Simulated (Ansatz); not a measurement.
Results of HSE06 in Ansatz (PAW) for bcc Li.

Run with plane-wave cutoff 460 eV, 14×14×14 k mesh, Fermi–Dirac smearing 0.05 eV, scalar-relativistic PAW data made under PBE.

Energies at three volumes about the minimum:

```tsv
V (Å³/atom)	E − E_lowest (meV/atom)
20.242	0.55
20.687	0.00
21.280	0.52
```

### Question
Fit a parabola by hand: where is the minimum, what lattice constant follows, and what is the bulk modulus?

### Answer
Slopes: (0.00 − 0.55)/(20.687 − 20.242) = -1.236 and (0.52 − 0.00)/(21.280 − 20.687) = 0.877 meV/Å³. Curvature E″ = 2 × (0.877 − (-1.236))/(21.280 − 20.242) = 4.071 meV/Å⁶. From the middle of the first interval, the slope vanishes at V0 = 20.4645 − (-1.236)/4.071 = 20.768 Å³/atom. B = V0 E″ = 20.768 × 4.071 meV/Å³ × 0.1602 GPa per meV/Å³ = 13.5 GPa. With 2 atoms in the cube, a = (2 × 20.768)^(1/3) = 3.463 Å. The full Birch–Murnaghan fit to all volumes gives V0 = 20.759 Å³/atom and B0 = 13.4 GPa.

Measured, for comparison: bulk modulus 13.8 GPa (corrected for temperature and zero-point phonon effects, sources range from 13.1 to 13.9; as tabulated in Levämäki et al. (2014), arXiv:1402.3671); lattice constant a 3.449 Å (low-temperature or extrapolated to 0 K; zero-point anharmonic expansion removed, sources range from 3.443 to 3.453; as tabulated in Csonka et al. (2009), arXiv:0903.4037). Computed less measured: bulk modulus -2.9 % (inside the range of the sources held).

Ansatz is an electronic-structure program.
